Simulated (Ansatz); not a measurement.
**bcc Ba**

Method: PBE (Ansatz, an electronic-structure program, plane waves, PAW).

Run with plane-wave cutoff 520 eV, 18×18×18 k mesh, Fermi–Dirac smearing 0.1 eV, perturbation theory, force constants from a 6×6×6 q mesh, scalar-relativistic PAW data made under PBE.

Cell: relaxed at this level.

For bcc Ba, the zero-point energy is 0.009 eV/atom.

Spin–orbit coupling is not included.

It cost about 50 core-minutes (a rough figure) of CPU time.
